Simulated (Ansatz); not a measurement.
# C3HF3: energies up the ladder, part 2 of 2

The task, for C3HF3: energies up the ladder.

Ansatz 0.2.0, Gaussian bases.

**7. Single point, B3LYP-D4/def2-TZVPPD**

Input file input.yaml:

```yaml
crystal:
  periodic: [false, false, false]
  atoms:
    - { symbol: C, position_ang: [2.27020952, 0.58252162, -0.43872032] }
    - { symbol: C, position_ang: [1.13205182, 0.29042738, -0.2185406] }
    - { symbol: C, position_ang: [-0.25857662, -0.06646561, 0.05044529] }
    - { symbol: F, position_ang: [-0.5882053, -1.21338398, -0.54944907] }
    - { symbol: F, position_ang: [-1.09420157, 0.8769359, -0.3919015] }
    - { symbol: F, position_ang: [-0.47450533, -0.21742221, 1.35984722] }
    - { symbol: H, position_ang: [3.28406748, 0.84270688, -0.63483101] }
basis:
  gaussian: { orbitals: def2-TZVPPD.json }
hamiltonian:
  xc: { name: B3LYP }
  dispersion: d4
```

Command:

```sh
> ansatz run input.yaml --threads 4 --pin off --max-ram 10240MiB --backend cpu --events-out ev --progress --plain --runs-dir out
```

Output:

```text
Warning: RAYON_NUM_THREADS=4 ignored (pool sized by the plan → 4); use --threads N
Engine: ansatz 0.2.0, aarch64-unknown-linux-gnu
Functional definition: B3LYP
  parameter a0 = 0.2
  parameter ax = 0.72
  parameter ac = 0.81
  exchange = (1 - a0 - ax)*slater_x + ax*b88_x + a0*exact_x
  correlation = (1 - ac)*vwn_rpa_c + ac*lyp_c
1172 factors; their error is unknown
mean field evaluation 1: about -11274.8185 eV, gradient 5.7e1 eV
mean field evaluation 2: about -11272.1660 eV, gradient 7.0e1 eV
mean field evaluation 4: about -11280.5030 eV, gradient 6.5e0 eV
mean field evaluation 8: about -11280.6101 eV, gradient 5.2e-1 eV
mean field evaluation 16: about -11280.6103 eV, gradient 2.5e-5 eV
mean field -11280.61033952 eV, -414.5547837049 hartree, gradient 2.5e-5 eV, S^2 0.000000; 0 other end points of the search recorded, 0 dependent functions left out
reference -11280.61060831 eV, -414.5547935827 hartree; 23, 23 occupied and 225, 225 virtual orbitals, 1172 factors
Total energy: -11280.79834937 eV, -414.5616929396 hartree
```

Run time: 2.5 s. Hardware: 4 threads of Arm Neoverse V2, shared host; peak memory 0.43 GiB.

**8. Single point, wB97M-V/def2-TZVPPD**

Changes to input.yaml since step 7:

```diff
@@ -13,3 +13,2 @@
 hamiltonian:
-  xc: { name: B3LYP }
-  dispersion: d4
+  xc: { name: wB97M-V }
```

Command:

```sh
> ansatz run input.yaml --threads 4 --pin off --max-ram 10240MiB --backend cpu --events-out ev --progress --plain --runs-dir out
```

Output (excerpt; [...] marks lines left out):

```text
Warning: RAYON_NUM_THREADS=4 ignored (pool sized by the plan → 4); use --threads N
[...]
Functional definition: wB97M-V
[...]
  gx(w, u) = 1 - cx + cx01*u + cx10*w
  gss(w, u) = css00 + css04*u^4 + css10*w + css20*w^2 + css43*w^4*u^3
  gos(w, u) = cos00 + cos10*w + (cos20 + cos21*u)*w^2 + (cos60 + cos61*u)*w^6
[...]
      + integral(e_c_pw_mod_opposite_spin*gos(b97_w_opposite, b97_u_opposite)) + vv10(b, c)
1172 factors; their error is unknown
322 factors; integrals over basis functions are off by at most 3.4e-5 eV
[...]
mean field -11277.80262284 eV, -414.4516020201 hartree, gradient 3.0e-5 eV, S^2 0.000000; 0 other end points of the search recorded, 0 dependent functions left out
reference -11277.80268554 eV, -414.4516043242 hartree; 23, 23 occupied and 225, 225 virtual orbitals, 1172 factors
Total energy: -11277.80268554 eV, -414.4516043242 hartree
```

Run time: 7 s. Hardware: 4 threads of Arm Neoverse V2, shared host; peak memory 0.59 GiB.

**9. Single point, B2PLYP/def2-TZVPPD**

Changes to input.yaml since step 8:

```diff
@@ -13,2 +13,2 @@
 hamiltonian:
-  xc: { name: wB97M-V }
+  xc: { name: B2PLYP }
```

Command:

```sh
> ansatz run input.yaml --threads 4 --pin off --max-ram 10240MiB --backend cpu --events-out ev --progress --plain --runs-dir out
```

Output (excerpt; [...] marks lines left out):

```text
Warning: RAYON_NUM_THREADS=4 ignored (pool sized by the plan → 4); use --threads N
[...]
Functional definition: B2PLYP
[...]
1565 factors; integrals over basis functions are off by at most 1.1e-3 eV
[...]
mean field -11263.22593800 eV, -413.9159187329 hartree, gradient 1.4e-6 eV, S^2 0.000000; 0 other end points of the search recorded, 0 dependent functions left out
6 core orbitals not correlated: weight in the atoms' cores, before any rotation towards them, 1.000 or more for the frozen orbitals, at most 0.000 for the correlated occupied ones
reference -11263.22610152 eV, -413.9159247418 hartree; 17, 17 occupied and 225, 225 virtual orbitals, 1565 factors
second order -39.23721467 eV of doubles, -0.00000000 eV of singles
Total energy: -11273.82014948 eV, -414.3052488235 hartree
```

It took 5.7 s on 4 threads of Arm Neoverse V2, shared host; peak memory 0.59 GiB.

**10. Single point, LDA/def2-TZVPPD**

Changes to input.yaml since step 9:

```diff
@@ -13,2 +13,2 @@
 hamiltonian:
-  xc: { name: B2PLYP }
+  xc: lda
```

Command:

```sh
> ansatz run input.yaml --threads 4 --pin off --max-ram 10240MiB --backend cpu --events-out ev --progress --plain --runs-dir out
```

Output:

```text
Warning: RAYON_NUM_THREADS=4 ignored (pool sized by the plan → 4); use --threads N
[... 1 set-up line as earlier in the session ...]
Functional definition: SPW92
  exchange = slater_x
  correlation = pw_c
1172 factors; their error is unknown
mean field evaluation 1: about -11193.7617 eV, gradient 5.9e1 eV
mean field evaluation 2: about -11186.7290 eV, gradient 8.1e1 eV
mean field evaluation 4: about -11200.2143 eV, gradient 1.4e1 eV
mean field evaluation 8: about -11200.6695 eV, gradient 1.6e-2 eV
mean field evaluation 16: about -11200.6477 eV, gradient 5.5e-5 eV
mean field -11200.64773779 eV, -411.6162122922 hartree, gradient 5.5e-5 eV, S^2 0.000000; 0 other end points of the search recorded, 0 dependent functions left out
reference -11200.64778877 eV, -411.6162141657 hartree; 23, 23 occupied and 225, 225 virtual orbitals, 1172 factors
Total energy: -11200.64778877 eV, -411.6162141657 hartree
```

Wall time 1 s (4 threads of Arm Neoverse V2, shared host); peak memory 0.24 GiB.

**11. Single point, PBE0-D4/def2-SVPD**

Changes to input.yaml since step 10:

```diff
@@ -11,4 +11,5 @@
 basis:
-  gaussian: { orbitals: def2-TZVPPD.json }
+  gaussian: { orbitals: def2-SVPD }
 hamiltonian:
-  xc: lda
+  xc: pbe0
+  dispersion: d4
```

Command:

```sh
> ansatz run input.yaml --threads 4 --pin off --max-ram 10240MiB --backend cpu --events-out ev --progress --plain --runs-dir out
```

Output:

```text
Warning: RAYON_NUM_THREADS=4 ignored (pool sized by the plan → 4); use --threads N
[... 2 set-up lines as earlier in the session ...]
  parameter a = 0.25
[... 2 set-up lines as earlier in the session ...]
  exchange = (1 - a)*pbe_x(kappa = kappa, mu = beta*pi^2/3) + a*exact_x
[... 1 set-up line as earlier in the session ...]
1126 factors; their error is unknown
mean field evaluation 1: about -11251.9832 eV, gradient 4.8e1 eV
mean field evaluation 2: about -11250.1750 eV, gradient 5.9e1 eV
mean field evaluation 4: about -11256.2354 eV, gradient 4.2e0 eV
mean field evaluation 8: about -11256.2726 eV, gradient 3.3e-2 eV
mean field evaluation 16: about -11256.3129 eV, gradient 1.6e-5 eV
mean field -11256.31291260 eV, -413.6618697350 hartree, gradient 1.6e-5 eV, S^2 0.000000; 0 other end points of the search recorded, 0 dependent functions left out
reference -11256.31294500 eV, -413.6618709257 hartree; 23, 23 occupied and 114, 114 virtual orbitals, 1126 factors
Total energy: -11256.41023254 eV, -413.6654461768 hartree
```

Run time: 1 s. Hardware: 4 threads of Arm Neoverse V2, shared host; peak memory 0.22 GiB.

**12. Single point, PBE-D4/def2-SVPD**

Changes to input.yaml since step 11:

```diff
@@ -13,3 +13,3 @@
 hamiltonian:
-  xc: pbe0
+  xc: pbe
   dispersion: d4
```

Command:

```sh
> ansatz run input.yaml --threads 4 --pin off --max-ram 10240MiB --backend cpu --events-out ev --progress --plain --runs-dir out
```

Output (excerpt; [...] marks lines left out):

```text
Warning: RAYON_NUM_THREADS=4 ignored (pool sized by the plan → 4); use --threads N
[... 6 set-up lines as earlier in the session ...]
1126 factors; their error is unknown
mean field evaluation 1: about -11250.7423 eV, gradient 5.3e1 eV
mean field evaluation 2: about -11244.0723 eV, gradient 7.9e1 eV
mean field evaluation 4: about -11256.2765 eV, gradient 8.9e0 eV
mean field evaluation 8: about -11256.4562 eV, gradient 1.3e-1 eV
mean field evaluation 16: about -11256.3979 eV, gradient 6.0e-5 eV
mean field -11256.39792856 eV, -413.6649940139 hartree, gradient 6.0e-5 eV, S^2 0.000000; 0 other end points of the search recorded, 0 dependent functions left out
reference -11256.39797202 eV, -413.6649956111 hartree; 23, 23 occupied and 114, 114 virtual orbitals, 1126 factors
Total energy: -11256.51508368 eV, -413.6692993853 hartree
```

It took 0.81 s on 4 threads of Arm Neoverse V2, shared host; peak memory 0.15 GiB.

**13. Single point, CCSD(T)/def2-TZVPPD**

Changes to input.yaml since step 12:

```diff
@@ -11,5 +11,4 @@
 basis:
-  gaussian: { orbitals: def2-SVPD }
-hamiltonian:
-  xc: pbe
-  dispersion: d4
+  gaussian: { orbitals: def2-TZVPPD.json }
+correlation:
+  method: ccsd_t
```

Command:

```sh
> ansatz run input.yaml --threads 4 --pin off --max-ram 10240MiB --backend cpu --events-out ev --progress --plain --runs-dir out
```

Output (excerpt; [...] marks lines left out):

```text
Warning: RAYON_NUM_THREADS=4 ignored (pool sized by the plan → 4); use --threads N
[...]
Functional definition: HF
[...]
1565 factors; integrals over basis functions are off by at most 1.1e-3 eV
[...]
mean field -11227.74977394 eV, -412.6121937503 hartree, gradient 2.9e-6 eV, S^2 0.000000; 0 other end points of the search recorded, 0 dependent functions left out
6 core orbitals not correlated: weight in the atoms' cores, before any rotation towards them, 1.000 or more for the frozen orbitals, at most 0.000 for the correlated occupied ones
reference -11227.74977394 eV, -412.6121937503 hartree; 17, 17 occupied and 225, 225 virtual orbitals, 1565 factors
second order -32.66678963 eV of doubles, -0.00000000 eV of singles
cycle   1  -31.97524693 eV  change    6.9e-1 eV  update   1.2e-1
[...]
cycle   9  -32.86840930 eV  change   -2.2e-5 eV  update   1.6e-5
perturbative correction -1.27872431 eV, -0.0469922515 hartree
Total energy: -11261.89690755 eV, -413.8670777647 hartree
```

It took 3.2 min on 4 threads of Arm Neoverse V2, shared host; peak memory 5.8 GiB.

**14. Single point, MP2/def2-QZVPPD**

Changes to input.yaml since step 13:

```diff
@@ -11,4 +11,4 @@
 basis:
-  gaussian: { orbitals: def2-TZVPPD.json }
+  gaussian: { orbitals: def2-QZVPPD.json }
 correlation:
-  method: ccsd_t
+  method: mp2
```

Command:

```sh
> ansatz run input.yaml --threads 4 --pin off --max-ram 10240MiB --backend cpu --events-out ev --progress --plain --runs-dir out
```

Output:

```text
Warning: RAYON_NUM_THREADS=4 ignored (pool sized by the plan → 4); use --threads N
[... 2 set-up lines as earlier in the session ...]
  exchange = exact_x
  correlation = 0
2518 factors; integrals over basis functions are off by at most 9.7e-4 eV
mean field evaluation 1: about -11223.8846 eV, gradient 4.7e1 eV
mean field evaluation 2: about -11223.9933 eV, gradient 4.7e1 eV
mean field evaluation 4: about -11228.1314 eV, gradient 4.6e0 eV
mean field evaluation 8: about -11228.1940 eV, gradient 3.7e-1 eV
mean field -11228.19446437 eV, -412.6285358220 hartree, gradient 8.1e-6 eV, S^2 0.000000; 0 other end points of the search recorded, 0 dependent functions left out
6 core orbitals not correlated: weight in the atoms' cores, before any rotation towards them, 1.000 or more for the frozen orbitals, at most 0.000 for the correlated occupied ones
reference -11228.19446437 eV, -412.6285358220 hartree; 17, 17 occupied and 397, 397 virtual orbitals, 2518 factors
second order -35.28767136 eV of doubles, -0.00000000 eV of singles
Total energy: -11263.48213573 eV, -413.9253338255 hartree
```

Run time: 17 s. Hardware: 4 threads of Arm Neoverse V2, shared host; peak memory 2.3 GiB.

**15. Extrapolation to the basis-set limit**

CCSD(T)/CBS estimate, frozen core: MP2 correlation extrapolated, CCSD(T) less MP2 from the smaller set, from def2-TZVPPD and def2-QZVPPD: mean field -11228.2557 eV, total -11266.9651 eV. The exponents are 7.88 (mean field) and 2.97 (correlation).

**16. Geometries side by side**

```
              level  C1–C2 (Å)  C2–C3 (Å)  C3–F4 (Å)  rotational constants (MHz)  dipole (D)  highest frequency (cm⁻¹)  CPU time
PBE0-D4/def2-TZVPPD     1.1955     1.4607     1.3356      5720.3, 2891.9, 2891.9        2.33                      3478   1.8 min
```

Constants are for the commonest isotopes at the equilibrium geometry; times are CPU times of the relaxations.

**17. Total energies**

```
                level  energy (eV)  CPU time
   PBE-D4/def2-TZVPPD  -11269.2222     6.6 s
r2SCAN-D4/def2-TZVPPD  -11275.5170      12 s
 B3LYP-D4/def2-TZVPPD  -11280.7983     9.2 s
  wB97M-V/def2-TZVPPD  -11277.8027      27 s
   B2PLYP/def2-TZVPPD  -11273.8201      22 s
      LDA/def2-TZVPPD  -11200.6478     3.6 s
    PBE0-D4/def2-SVPD  -11256.4102     3.6 s
     PBE-D4/def2-SVPD  -11256.5151     2.9 s
  CCSD(T)/def2-TZVPPD  -11261.8969    13 min
      MP2/def2-QZVPPD  -11263.4821      66 s
          CCSD(T)/CBS  -11266.9651         -
```

**18. Results**

What follows sums up all 2 parts.

| quantity | value |
| --- | --- |
| C1–C2 at PBE0-D4/def2-TZVPPD | 1.195 Å |
| C2–C3 at PBE0-D4/def2-TZVPPD | 1.461 Å |
| C3–F4 at PBE0-D4/def2-TZVPPD | 1.336 Å |
| frequencies at PBE0-D4/def2-TZVPPD | 182 to 3478 cm⁻¹ |
| energy at CCSD(T)/CBS | -11266.965 eV |

**Reading.** No mode is imaginary, so the geometry is a minimum. These totals serve in differences with atoms or fragments at the same level; alone they don't rank the methods.
